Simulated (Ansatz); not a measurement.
# C6H14O: basis-set convergence

The task here is to estimate one member of a computed series from the others.

Program: Ansatz 0.2.0, Gaussian basis. Level of theory: one geometry, several basis sets. These are calculated values, not measurements.

The runs, in order: PBE0-D4/def2-SVP; ωB97M-V/def2-SVP; PBE0-D4/def2-QZVPP; ωB97M-V/def2-QZVPP; the functionals' def2-TZVPP values are taken from earlier runs.

**Structure used throughout**

The geometry comes from an earlier relaxation with PBE0-D4 in a triple-zeta def2 set; it is a stationary point, not always the lowest conformer.

SMILES `CC(C)CC(C)O`, 21 atoms, charge 0, spin multiplicity 1.

Atoms are counted from 1 here; the program's logs count them from 0.

Bond lengths: C1–C2 1.522 Å, C1–H8 1.093 Å, C1–H9 1.093 Å, C1–H10 1.095 Å, C2–C3 1.522 Å, C2–C4 1.526 Å, C2–H11 1.095 Å, C3–H12 1.092 Å, C3–H13 1.096 Å, C3–H14 1.093 Å, C4–C5 1.516 Å, C4–H15 1.097 Å, C4–H16 1.097 Å, C5–C6 1.516 Å, C5–O7 1.420 Å, C5–H17 1.101 Å, C6–H18 1.093 Å, C6–H19 1.093 Å and more. Angles: C2–C1–H8 111.4°, C2–C1–H9 111.3°, C2–C1–H10 110.9°, H8–C1–H9 107.9°, H8–C1–H10 107.7°, H9–C1–H10 107.6°, C1–C2–C3 110.6°, C1–C2–C4 109.9°, C1–C2–H11 108.4°, C3–C2–C4 112.3°, C3–C2–H11 108.1°, C4–C2–H11 107.3°, C2–C3–H12 111.9°, C2–C3–H13 110.9°, C2–C3–H14 110.8°, H12–C3–H13 108.0°, H12–C3–H14 107.4°, H13–C3–H14 107.6° and more.

Geometry (Å):

```xyz
21

C     0.5042   -2.3885   -0.5087
C     0.7587   -0.9220   -0.1932
C     1.5128   -0.2511   -1.3321
C    -0.5602   -0.2218    0.1208
C    -0.4406    1.2265    0.5516
C    -1.7932    1.8299    0.8762
O     0.4184    1.2562    1.6824
H    -0.0133   -2.8890    0.3140
H     1.4399   -2.9231   -0.6913
H    -0.1170   -2.4929   -1.4048
H     1.3808   -0.8651    0.7063
H     1.7930    0.7754   -1.0870
H     0.9054   -0.2280   -2.2435
H     2.4323   -0.7955   -1.5623
H    -1.2119   -0.2645   -0.7608
H    -1.0741   -0.7690    0.9201
H     0.0136    1.8056   -0.2665
H    -2.2718    1.2746    1.6869
H    -2.4506    1.8073    0.0034
H    -1.6939    2.8743    1.1879
H     0.4673    2.1609    2.0005
```

Set-up of the first run:

in.yaml reads:

```yaml
crystal:
  periodic: [false, false, false]
  atoms:
    - {symbol: C, position_ang: [0.504190, -2.388537, -0.508701]}
    - {symbol: C, position_ang: [0.758679, -0.921959, -0.193176]}
    - {symbol: C, position_ang: [1.512848, -0.251136, -1.332064]}
    - {symbol: C, position_ang: [-0.560176, -0.221812, 0.120834]}
    - {symbol: C, position_ang: [-0.440613, 1.226452, 0.551601]}
    - {symbol: C, position_ang: [-1.793217, 1.829911, 0.876226]}
    - {symbol: O, position_ang: [0.418420, 1.256178, 1.682426]}
    - {symbol: H, position_ang: [-0.013327, -2.889046, 0.314031]}
    - {symbol: H, position_ang: [1.439948, -2.923101, -0.691261]}
    - {symbol: H, position_ang: [-0.116964, -2.492854, -1.404778]}
    - {symbol: H, position_ang: [1.380801, -0.865131, 0.706265]}
    - {symbol: H, position_ang: [1.793022, 0.775371, -1.087047]}
    - {symbol: H, position_ang: [0.905450, -0.228008, -2.243512]}
    - {symbol: H, position_ang: [2.432293, -0.795486, -1.562303]}
    - {symbol: H, position_ang: [-1.211886, -0.264544, -0.760817]}
    - {symbol: H, position_ang: [-1.074077, -0.769043, 0.920124]}
    - {symbol: H, position_ang: [0.013632, 1.805593, -0.266545]}
    - {symbol: H, position_ang: [-2.271791, 1.274649, 1.686913]}
    - {symbol: H, position_ang: [-2.450612, 1.807338, 0.003399]}
    - {symbol: H, position_ang: [-1.693927, 2.874282, 1.187875]}
    - {symbol: H, position_ang: [0.467327, 2.160862, 2.000491]}
basis:
  gaussian: {orbitals: def2-SVP}
hamiltonian: {xc: pbe0, dispersion: d4}
output: {orbitals: {seedname: orbitals}}
```

The run is started by

```
> ansatz run in.yaml --threads 2 --pin off --events-out ev --progress --plain --max-ram 32768MiB --backend cpu
```

Among the steps run: PBE0-D4 in def2-SVP; ωB97M-V in def2-SVP; PBE0-D4 in def2-QZVPP; ωB97M-V in def2-QZVPP.

One of the session's tables, all rows but one given; the rest of the session is left out.

It belongs to the step «Functionals by basis». 

```
functional       basis  HOMO (eV)  LUMO (eV)
   PBE0-D4    def2-SVP      -7.54       1.56
   PBE0-D4  def2-TZVPP      -7.74       0.94
   PBE0-D4  def2-QZVPP      -7.79       0.54
   ωB97M-V    def2-SVP          ?          ?
   ωB97M-V  def2-TZVPP     -10.19       2.36
   ωB97M-V  def2-QZVPP     -10.23       1.69
```

**Question.** Estimate the row for ωB97M-V, def2-SVP.

The run gave: HOMO (eV): -9.99; LUMO (eV): 3.20. In the column «HOMO (eV)» it lies between ωB97M-V, def2-TZVPP (-10.19) and PBE0-D4, def2-QZVPP (-7.79).
